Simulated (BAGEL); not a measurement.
# triplet CH5FSi: levels of theory compared

Aim: a comparison of 5 runs (UHF/3-21G, ROHF/6-31G*, UHF/6-31G*, ROHF/6-311+G**, UHF/6-311+G**) of triplet CH5FSi. 

The calculation is run with BAGEL 1.2.2.

### Step 1. The structure to begin with

CH5FSi has 8 atoms, charge 0, and is taken as a triplet. As SMILES of the parent species, `C[SiH2]F`. The shape is that of a PBE0-D4/def2-TZVP optimisation. That shape belongs to the parent species and isn't relaxed for this state.

Bond lengths: C1–Si2 1.853 Å, Si2–F3 1.604 Å, C1–H4 1.092 Å, C1–H5 1.094 Å, C1–H6 1.092 Å, Si2–H7 1.485 Å, Si2–H8 1.485 Å. Some angles: C1–Si2–F3 109.4°, C1–Si2–H7 111.5°, C1–Si2–H8 111.5°, F3–Si2–H7 107.3°, F3–Si2–H8 107.3°, Si2–C1–H4 111.0°, Si2–C1–H5 110.1°, Si2–C1–H6 111.1°, H7–Si2–H8 109.7°, H4–C1–H5 108.1°.

### Step 2. The energy at UHF/3-21G (density fitting with qzvpp-jkfit) (run 1)

File input.json:

```json
{ "bagel" : [

{
  "title" : "molecule",
  "basis" : "3-21g",
  "df_basis" : "qzvpp-jkfit",
  "angstrom" : true,
  "geometry" : [
    { "atom" : "C", "xyz" : [      -0.521400,       0.700300,      -0.437000 ] },
    { "atom" : "Si", "xyz" : [       0.448400,      -0.642000,       0.395200 ] },
    { "atom" : "F", "xyz" : [       1.946500,      -0.649600,      -0.178800 ] },
    { "atom" : "H", "xyz" : [      -0.562400,       0.542500,      -1.517100 ] },
    { "atom" : "H", "xyz" : [      -1.546700,       0.713200,      -0.056500 ] },
    { "atom" : "H", "xyz" : [      -0.077200,       1.680300,      -0.248400 ] },
    { "atom" : "H", "xyz" : [       0.538700,      -0.420800,       1.860700 ] },
    { "atom" : "H", "xyz" : [      -0.133700,      -1.981200,       0.126000 ] }
  ]
},

{ "title" : "uhf", "nopen" : 2 },

{ "title" : "print", "file" : "orbitals.molden", "orbitals" : true }

]}
```

On the command line:

```
$ BAGEL_NUM_THREADS=1 BAGEL input.json > input.out
```

What it wrote:

```text
* using 1 threads per process

  ===============================================================
  ===============================================================

  *** Geometry ***

  { "atom" : "C", "xyz" : [     -0.985303,      1.323375,     -0.825810 ] },
  { "atom" : "Si", "xyz" : [      0.847353,     -1.213204,      0.746820 ] },
  { "atom" : "F", "xyz" : [      3.678352,     -1.227566,     -0.337883 ] },
[... 4 lines of this table left out ...]
  { "atom" : "H", "xyz" : [     -0.252656,     -3.743925,      0.238105 ] },

  Number of auxiliary basis functions:      370

  Since a DF basis is specified, we compute 2- and 3-index integrals:
    o Being stored without compression. Storage requirement is 0.005 GB

  Number of basis functions:       41
  Number of electrons      :       34

    * METHOD: MOLECULE                             0.08

  *** Open-shell HF ***

  === Nuclear Repulsion ===
   115.9591154190

      * DIIS with orbital gradients will be used.

  === UHF iteration (3-21g) ===
      0       -426.40756639          0.05602780           0.03
      1       -426.50010858          0.04005156           0.03
      2       -426.53374507          0.02721922           0.03
[... 44 lines of this table left out ...]
     47       -426.56266621          0.00000001           0.03
    * SCF iteration converged.

    * S^2 (UHF) is 2.0351

    * Permanent dipole moment:
           (    0.563066,     0.150929,    -0.355565) a.u.

    * METHOD: UHF                                  1.51

    * METHOD: PRINT                                0.00

  ===============================================================
```

It took 1.8 s on 1 thread of Arm Neoverse V2, shared host.

### Step 3. A single-point energy at ROHF/6-31G(d) (density fitting with qzvpp-jkfit, spherical functions) (run 2)

Edit input.json of step 2 so:

```diff
@@ -4,3 +4,3 @@
   "title" : "molecule",
-  "basis" : "3-21g",
+  "basis" : "6-31gs.json",
   "df_basis" : "qzvpp-jkfit",
@@ -19,5 +19,12 @@
 
-{ "title" : "uhf", "nopen" : 2 },
+{
+  "title" : "rohf",
+  "nopen" : 2
+},
 
-{ "title" : "print", "file" : "orbitals.molden", "orbitals" : true }
+{
+  "title" : "print",
+  "file" : "orbitals.molden",
+  "orbitals" : true
+}
```

The basis set 6-31G* is read from a file made from the Basis Set Exchange's data (not shown).

On the command line:

```
$ BAGEL_NUM_THREADS=1 BAGEL input.json > input.out
```

What it wrote:

```text
* using 1 threads per process

  ===============================================================
  ===============================================================

  *** Geometry ***

  { "atom" : "C", "xyz" : [     -0.985303,      1.323375,     -0.825810 ] },
  { "atom" : "Si", "xyz" : [      0.847353,     -1.213204,      0.746820 ] },
  { "atom" : "F", "xyz" : [      3.678352,     -1.227566,     -0.337883 ] },
[... 4 lines of this table left out ...]
  { "atom" : "H", "xyz" : [     -0.252656,     -3.743925,      0.238105 ] },

  Number of auxiliary basis functions:      370

  Since a DF basis is specified, we compute 2- and 3-index integrals:
    o Being stored without compression. Storage requirement is 0.009 GB

  Number of basis functions:       56
  Number of electrons      :       34

    * METHOD: MOLECULE                             0.11

  *** Open-shell HF ***

  === Nuclear Repulsion ===
   115.9591154190

      * DIIS with orbital gradients will be used.

  === ROHF iteration (6-31gs.json) ===
      0       -428.65577182          0.04928932           0.05
      1       -428.76546131          0.03590641           0.04
      2       -428.81065375          0.02408192           0.05
[... 47 lines of this table left out ...]
     50       -428.85216326          0.00000001           0.05
    * SCF iteration converged.

    * S^2 (ROHF) is 2.0000

    * Permanent dipole moment:
           (    0.488680,     0.101241,    -0.280440) a.u.

    * METHOD: ROHF                                 2.42

    * METHOD: PRINT                                0.01

  ===============================================================
```

Wall time 2.7 s (1 thread of Arm Neoverse V2, shared host).

Runs 3 to 4 aren't shown in full; the table further down has their settings and results.

### Step 4. A single-point energy at UHF/6-311+G(d,p) (density fitting with qzvpp-jkfit) (run 5)

File hf.json:

```json
{ "bagel" : [

{
  "title" : "molecule",
  "basis" : "6-311+gss.json",
  "df_basis" : "qzvpp-jkfit",
  "angstrom" : "true",
  "geometry" : [
    { "atom" : "C", "xyz" : [      -0.521400,       0.700300,      -0.437000 ] },
    { "atom" : "Si", "xyz" : [       0.448400,      -0.642000,       0.395200 ] },
    { "atom" : "F", "xyz" : [       1.946500,      -0.649600,      -0.178800 ] },
    { "atom" : "H", "xyz" : [      -0.562400,       0.542500,      -1.517100 ] },
    { "atom" : "H", "xyz" : [      -1.546700,       0.713200,      -0.056500 ] },
    { "atom" : "H", "xyz" : [      -0.077200,       1.680300,      -0.248400 ] },
    { "atom" : "H", "xyz" : [       0.538700,      -0.420800,       1.860700 ] },
    { "atom" : "H", "xyz" : [      -0.133700,      -1.981200,       0.126000 ] }
  ]
},

{
  "title" : "uhf",
  "nopen" : 2
},

{
  "title" : "print",
  "file" : "orbitals.molden",
  "orbitals" : "true"
}

]}
```

The basis set 6-311+G** is read from a file made from the Basis Set Exchange's data (not shown).

On the command line:

```
$ BAGEL_NUM_THREADS=1 BAGEL hf.json > hf.out
```

What it wrote:

```text
* using 1 threads per process

  ===============================================================
  ===============================================================

  *** Geometry ***

  { "atom" : "C", "xyz" : [     -0.985303,      1.323375,     -0.825810 ] },
  { "atom" : "Si", "xyz" : [      0.847353,     -1.213204,      0.746820 ] },
  { "atom" : "F", "xyz" : [      3.678352,     -1.227566,     -0.337883 ] },
[... 4 lines of this table left out ...]
  { "atom" : "H", "xyz" : [     -0.252656,     -3.743925,      0.238105 ] },

  Number of auxiliary basis functions:      370

  Since a DF basis is specified, we compute 2- and 3-index integrals:
    o Being stored without compression. Storage requirement is 0.032 GB

  Number of basis functions:      104
  Number of electrons      :       34

    * METHOD: MOLECULE                             0.14

  *** Open-shell HF ***

  === Nuclear Repulsion ===
   115.9591154190

      * DIIS with orbital gradients will be used.

  === UHF iteration (6-311+gss.json) ===
      0       -428.54567334          0.06054633           0.10
      1       -428.73154113          0.04996481           0.09
      2       -428.84085601          0.03474339           0.09
[... 63 lines of this table left out ...]
     66       -428.95365328          0.00000001           0.10
    * SCF iteration converged.

    * S^2 (UHF) is 2.0371

    * Permanent dipole moment:
           (    0.402924,    -0.140588,    -0.028286) a.u.

    * METHOD: UHF                                  6.75

    * METHOD: PRINT                                0.02

  ===============================================================
```

Wall time 7.2 s (1 thread of Arm Neoverse V2, shared host); peak memory 0.11 GiB.

### Step 5. The series

```csv
run,level,energy (Eh),dipole moment (D),⟨S²⟩,wall time
1,UHF/3-21G (density fitting with qzvpp-jkfit),-426.562666,1.74,2.035,1.8 s
2,"ROHF/6-31G* (density fitting with qzvpp-jkfit, spherical functions)",-428.852163,1.46,2.000,2.7 s
3,"UHF/6-31G* (density fitting with qzvpp-jkfit, spherical functions)",-428.859557,1.37,2.031,2.5 s
4,ROHF/6-311+G** (density fitting with qzvpp-jkfit),-428.945037,1.13,2.000,6 s
5,UHF/6-311+G** (density fitting with qzvpp-jkfit),-428.953653,1.09,2.037,7.2 s
```

### Step 6. Summary of results

| quantity | value |
| --- | --- |
| run 5: total energy | -428.95365 Eh |
| run 5: dipole moment | 1.09 D |
| run 5: ⟨S²⟩ | 2.037 |

What this shows: The dipole moment (its size) runs from 1.09 D (UHF/6-311+G**) to 1.74 D (UHF/3-21G). All runs together took 20 s, the longest 7.2 s.
